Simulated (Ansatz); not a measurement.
# Rubidium, bcc under PBE: convergence with the Methfessel-Paxton smearing

How small must the Methfessel-Paxton smearing width be for energy and pressure to settle? The geometry was relaxed under PBE beforehand and stays fixed; 7 values are run, from 0.01 to 1.0 eV. Wanted are the values from which on the energy stays within 10 and 1 meV/atom, and the pressure within 0.5 GPa, of the narrowest run. Within the series other settings stay, but some runs also write fields, which adds to their time. Spin polarisation is left out.

Program: Ansatz 0.2.0. Level of theory: DFT PBE, plane waves with PAW, scalar-relativistic. These are calculated values, not measurements.

### 1 Starting point

The structure is cubic, space group Im-3m (No. 229). The conventional cell has a = 5.672 Å, b = 5.672 Å, c = 5.672 Å, α = 90.00°, β = 90.00°, γ = 90.00°.

As a file:

```xyz
1
Lattice="-2.8359 2.8359 2.8359 2.8359 -2.8359 2.8359 2.8359 2.8359 -2.8359" Properties=species:S:1:pos:R:3 pbc="T T T"
Rb    0.0000    0.0000    0.0000
```

### 2 With a width of 0.01 eV

The run at 0.01 eV.

input.yaml reads:

```yaml
crystal:
  lattice:
    - [-2.8359049291, 2.8359049291, 2.8359049291]
    - [2.8359049291, -2.8359049291, 2.8359049291]
    - [2.8359049291, 2.8359049291, -2.8359049291]
  atoms:
    - { symbol: Rb, position: [0.0, 0.0, 0.0] }
hamiltonian:
  xc: pbe
  pseudopotentials:
    kind: paw
    azcp:
      Rb: "pseudopotentials/Rb.paw.azcp"
basis:
  ecutwfc: 420
  fft_grid_basis: typed
kpoints:
  mp_grid: { grid: [8, 8, 8], shift: [0, 0, 0] }
magnetization:
  spin_polarized: false
scf:
  occupations: { method: methfessel_paxton, width: 0.01 }
  lower_state_search: "off"
output:
  stress: true
```

The run is started by

```bash
> ansatz run input.yaml --threads 1 --pin off --max-ram 3584MiB --backend cpu --events-out ev --progress --plain --runs-dir out
```

### 3 With a width of 0.03 eV

The run at 0.03 eV.

input.yaml, as its differences from that of step 2:

```diff
@@ -21,3 +21,3 @@
 scf:
-  occupations: { method: methfessel_paxton, width: 0.01 }
+  occupations: { method: methfessel_paxton, width: 0.03 }
   lower_state_search: "off"
```

### 4 With a width of 0.1 eV

The run at 0.1 eV.

input.yaml, as its differences from that of step 3:

```diff
@@ -21,3 +21,3 @@
 scf:
-  occupations: { method: methfessel_paxton, width: 0.03 }
+  occupations: { method: methfessel_paxton, width: 0.1 }
   lower_state_search: "off"
```

### 5 With a width of 0.2 eV

The run at 0.2 eV.

input.yaml, as its differences from that of step 4:

```diff
@@ -21,3 +21,3 @@
 scf:
-  occupations: { method: methfessel_paxton, width: 0.1 }
+  occupations: { method: methfessel_paxton, width: 0.2 }
   lower_state_search: "off"
@@ -25 +25,5 @@
   stress: true
+  write_density: true
+  write_potential: true
+  elf: true
+  volumetric_format: npy
```

### 6 With a width of 0.3 eV

The run at 0.3 eV.

input.yaml, as its differences from that of step 5:

```diff
@@ -21,3 +21,3 @@
 scf:
-  occupations: { method: methfessel_paxton, width: 0.2 }
+  occupations: { method: methfessel_paxton, width: 0.3 }
   lower_state_search: "off"
```

### 7 With a width of 0.6 eV

The run at 0.6 eV.

input.yaml, as its differences from that of step 6:

```diff
@@ -21,3 +21,3 @@
 scf:
-  occupations: { method: methfessel_paxton, width: 0.3 }
+  occupations: { method: methfessel_paxton, width: 0.6 }
   lower_state_search: "off"
```

### 8 With a width of 1.0 eV

The run at 1.0 eV.

input.yaml, as its differences from that of step 7:

```diff
@@ -21,3 +21,3 @@
 scf:
-  occupations: { method: methfessel_paxton, width: 0.6 }
+  occupations: { method: methfessel_paxton, width: 1.0 }
   lower_state_search: "off"
@@ -25,5 +25 @@
   stress: true
-  write_density: true
-  write_potential: true
-  elf: true
-  volumetric_format: npy
```

(Steps that only read results are left out.)

**Question.** What will these runs give?

The runs gave:

| quantity | value |
| --- | --- |
| E(σ → 0) stays within 10 meV/atom of 0.01 eV | up to 1.0 eV |
| E(σ → 0) stays within 1 meV/atom | up to 0.1 eV |
| pressure stays within 0.5 GPa | up to 1.0 eV |
| pressure at 0.01 eV | 0.01 GPa |
| energy of a separate run on a finer mesh (13×13×13) | -7.3 meV/atom from 0.01 eV |

In words: The far end, 1.0 eV, lies -7.7 meV/atom and 0.0 GPa from the yardstick. The free energy F moves by -3.2 meV/atom over the range, and the estimate for σ → 0 by -7.7. This scheme cancels the term in the square of the width, so F moves little up to 0.2 eV. The mesh (8×8×8) is fixed, so the narrowest widths carry a k-point error of their own. The yardstick itself is unsettled by 7.3 meV/atom against the finer mesh, so the thresholds above hold only within this series, and wider smearing, which averages over more states, can land nearer the fine-mesh value than the narrowest does. The cell taken over is 5 % larger than the measured one (87.10 Å³/atom, COD).
